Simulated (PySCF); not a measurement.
# Magnetisability: SMILES CC(C)=C1CC1, C6H10

Geometry (Å), atoms numbered from 1 in this order:
```xyz
16

C    -1.641   -1.129   -0.593
C    -0.832   -0.005   -0.017
C    -1.588    1.164    0.540
C     0.497   -0.045   -0.001
C     1.757    0.605    0.353
C     1.725   -0.769   -0.321
H    -2.279   -0.773   -1.420
H    -1.000   -1.936   -0.974
H    -2.321   -1.555    0.164
H    -2.223    1.629   -0.234
H    -2.266    0.846    1.350
H    -0.910    1.932    0.938
H     2.058    0.650    1.406
H     2.103    1.458   -0.243
H     2.050   -0.833   -1.366
H     2.003   -1.640    0.282
```

The calculation used PySCF, GIAO PBE0/pcSseg-1 magnetisability, rotational g tensor and spin-rotation constants, non-relativistic, gas phase. Geometry: PBE0-D3(BJ)/def2-SVP.

Task: How diamagnetic is it, and how anisotropic?

Result: Isotropic -1113 × 10⁻³⁰ J/T², or -67.0 × 10⁻⁶ cm³/mol; principal values -1302, -1038, -999 × 10⁻³⁰ J/T², anisotropy 286 × 10⁻³⁰ J/T² (root of half the summed squared differences of the principal values). The susceptibility is in cgs units.

Task: Split it along the inertial axes a, b, c into diamagnetic and paramagnetic parts about the centre of mass, with the quadrupole moment.

Result: 
```tsv
axis	χ (10⁻⁶ cm³/mol)	diamagnetic (10⁻⁶ cm³/mol)	paramagnetic (10⁻⁶ cm³/mol)	summed x² of all electrons (Å²)	quadrupole Θ (D Å)
a	-60.1	-305.9	245.7	120.3	+0.89
b	-62.5	-572.0	509.5	57.6	-0.08
c	-78.4	-754.7	676.3	14.5	-0.81
```
Anisotropies 2χaa − χbb − χcc = +20.6 and 2χbb − χaa − χcc = +13.6 × 10⁻⁶ cm³/mol. Θ is traceless in Buckingham's convention.

Task: And the rotational g tensor?

Result: 
| axis | rotational constant (GHz) | g | nuclear part | electronic part |
| --- | --- | --- | --- | --- |
| a | 6.0842 | -0.0213 | 0.6811 | -0.7023 |
| b | 2.6218 | -0.0056 | 0.6220 | -0.6275 |
| c | 1.9236 | +0.0107 | 0.6218 | -0.6111 |

Asymmetric top; isotopes 12C, 1H; no vibrational averaging.
